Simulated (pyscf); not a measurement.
PySCF, gas phase, ωB97X-D3(BJ)/def2-SVP geometries. MP2 and CC: frozen core, UHF for open shells. ΔMP2 is the change of the MP2 total energy from the triple- to the quadruple-zeta basis.

SMILES: [SiH3][SiH2]Cl
```xyz
8

Si    -1.8104    -0.0273    -1.1994
Si     0.2081    -1.0672    -1.7184
Cl     0.7516    -2.1617    -0.0378
H     -1.6090     0.8621    -0.0199
H     -2.2934     0.7844    -2.3557
H     -2.8228    -1.0707    -0.8693
H      0.0803    -2.0033    -2.8687
H      1.2888    -0.0860    -2.0101
```

List the bond dissociation enthalpies at 298 K of H₃Si–SiH₂–Cl (SMILES [SiH3][SiH2]Cl) from CCSD(T)/def2-TZVPP + ΔMP2(QZVPP), from the weakest bond up.

Si–Si to SiH₃• + •H₂Si–Cl: 75.7 kcal/mol; H–Si to H₃Si–SiH•–Cl + H•: 88.8 kcal/mol; H–Si to •H₂Si–SiH₂–Cl + H•: 88.9 kcal/mol; Cl–Si to •H₂Si–SiH₃ + Cl•: 104.8 kcal/mol. Ring and multiple bonds, and those that leave no two simple radicals, are not listed. Other isomers of •H₂Si–SiH₂–Cl, •H₂Si–SiH₃, H₃Si–SiH•–Cl were not searched in full and may lie lower. The CCSD(T) − MP2 part came from Ansatz, without density fitting, on the same reference. Left out: the spin-orbit lowering of Cl.
